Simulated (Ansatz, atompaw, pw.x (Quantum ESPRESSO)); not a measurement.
## Gd (Z = 64) (fcc): variants of one PAW (atompaw) potential in the solid

```
Element                 : Gd (Z = 64)
Generator               : atompaw 4.2.0.5
Type                    : PAW
Functional              : PBEsol
Relativity              : scalar-relativistic
Frozen core             : [Kr] 4d10
Valence charge          : 18
Reference configuration : 4f7 5s2 5p6 5d1 6s2 6p0
Partial waves           : 5s (bound); 6s (bound); 5p (bound); 6p (bound, empty); 5d (bound); 5d channel at 3.5 Ry; 4f (bound); 4f channel at 1.55 Ry
Local potential         : troulliermartins scheme with l = 4 at 0 Ry, radius 2.50 bohr
Core correction         : smooth core density matched at 2.60 bohr
Augmentation charge     : gaussian compensation charge, radius 2.25 bohr; PAW radius 2.95 bohr; waves and projectors: bloechl
```

Crystal test: fcc Gd in pw.x 7.5, no spin, 12³ k-points, Fermi–Dirac smearing 0.01 Ry, cutoffs set for each file from its atomic test. The reference is all-electron LAPW (Ansatz 0.2.0) with the same functional, mesh and smearing; V0 and B0 come from Birch–Murnaghan fits to the pressures at five volumes. Errors are pseudo minus all-electron; Δ is the rms difference of the E(V) curves that follow from these fits, minima aligned, over ±6 % about the mean V0. Mesh and smearing are coarse, so the numbers serve the comparison and aren't converged zero-temperature values; the lattice is a test structure that the element need not adopt. Spin polarisation and strong correlation are left out, which matters for this element.

All-electron: a0 = 4.740 Å (V0 = 26.63 Å³/atom), B0 = 16.8 GPa.

Base: This is a poor potential for the solid.

2 further variants are left out: they gave no file fit for a test, a broken result, the same result as the base, or pressures whose basis-set error rivals the error shown.

```csv
change,cutoffs (Ry),pw.x,a0 (Å),a0 error (%),B0 error (%),Δ (meV/atom),mean pressure error (GPa)
base,50/500,converged,4.725,-0.33,+13.2,1.1,-0.20
wave 4f channel at 1.55 Ry becomes 4f channel at 2.05 Ry,50/500,converged,4.748,+0.16,+13.4,0.7,+0.10
core correction smooth core density matched at 1.66 bohr,50/500,converged,4.721,-0.40,+14.1,1.2,-0.20
"all radii scaled by about 0.85 (s 1.96, p 2.16, d 2.52, f 0.64 bohr); local potential troulliermartins scheme with l = 4 at 0 Ry, radius 2.12 bohr; augmentation gaussian compensation charge, radius 1.92 bohr; PAW radius 2.52 bohr; waves and projectors: bloechl; core correction smooth core density matched at 2.22 bohr",75/750,converged,4.739,-0.04,+2.3,0.1,-0.02
```
